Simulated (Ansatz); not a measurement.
**SiH (doublet): from Hartree-Fock to the top rungs, def2-TZVPP**

One table from this session's results is given with a row withheld; the runs are named, their logs left out.

Computed with Ansatz 0.2.0, Gaussian basis. Level: def2-TZVPP, core rule «outside noble gas», up to 5 orbitals frozen.

Plan: UHF; ROHF; CCSD(T) on UHF.

## The system

The geometry is a PBE0/def2-TZVP stationary point (not a proven minimum) of the parent state, kept for this charge and spin.

2 atoms, charge 0, spin multiplicity 2.

Atoms are counted from 1 here; the program's logs count them from 0.

Bond lengths: Si1–H2 1.500 Å.

Coordinates:

```
Si    0.00000    0.00000    0.00000
H     0.00000    0.00000    1.49954
```

Set-up of the first run:

Input file in.yaml:

```yaml
crystal:
  periodic: [false, false, false]
  atoms:
    - {symbol: Si, position_ang: [0.000000, 0.000000, 0.000000]}
    - {symbol: H, position_ang: [0.000000, 0.000000, 1.499536]}
basis:
  gaussian: {orbitals: def2-TZVPP}
magnetization: {spin_polarized: true, initial_magnetization: 1}
hamiltonian: {xc: hf}
output: {orbitals: {seedname: orbitals}}
```

Launch:

```sh
ansatz run in.yaml --threads 1 --pin off --events-out ev --progress --plain --max-ram 2816MiB --backend cpu
```

Steps of the session up to this table: UHF; ROHF; CCSD(T) on UHF.

One of the session's tables, all rows but one given; the rest of the session is left out.

| method | from UCCSD(T) (kcal/mol) |
| --- | --- |
| ROHF | +70.76 |
| UHF | +67.63 |
| UMP2 | ? |
| UCCSD | +1.89 |
| UCCSD(T) | 0 |

Q: Estimate the row for UMP2 from the others.

As computed: from UCCSD(T) (kcal/mol): +17.00. In the column «from UCCSD(T) (kcal/mol)» it lies between UCCSD (+1.89) and UHF (+67.63).
